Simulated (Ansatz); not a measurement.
## hcp Tl

All values below come from rVV10 (Ansatz, a quantum-chemistry and plane-wave program, PAW).

Numerical settings: plane-wave cutoff 500 eV, 24×24×14 k mesh (along the axes of the cell as run), Fermi–Dirac smearing 0.1 eV, scalar-relativistic PAW data made under PBE.

Cell: relaxed at this level.

For hcp Tl, the volume per atom is 31.32 Å³/atom, the equilibrium lattice constant a is 3.580 Å and the c axis length is 5.644 Å.

Measured, for comparison: lattice constant a 3.457 Å, lattice parameter c 5.525 Å (293 K, no zero-point or thermal correction; as tabulated in Wikipedia's data pages). Computed (rounded) less measured: lattice constant a +3.6 %, lattice parameter c +2.2 %.

Spin–orbit coupling is not included; it can shift volumes and moduli of such heavy elements.
